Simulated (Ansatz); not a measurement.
We consider rock-salt RbBr, described by HSE06 in Ansatz (plane waves, PAW).

Settings: plane-wave cutoff 460 eV, 6×6×6 k mesh, Fermi–Dirac smearing 0.01 eV, scalar-relativistic PAW data made under PBE.

The cell is scaled about its equilibrium volume:

```csv
V (Å³/atom),P (GPa),direct gap at Γ (eV)
40.303,0.73,5.520
41.364,0.34,5.449
42.332,0.03,5.387
43.485,-0.29,5.317
44.546,-0.54,5.256
```

A straight line through the gaps at Γ against ln V gives a volume deformation potential dE_g(Γ)/d ln V of -2.6 eV: the gap at Γ widens under compression.

Measured, for comparison: band gap 7.2 eV (temperature not stated, not corrected to a static lattice; as tabulated in Aguado et al. (1998), arXiv:cond-mat/9809176).

Spin–orbit coupling is not included.

Ansatz is a program for electronic structure.
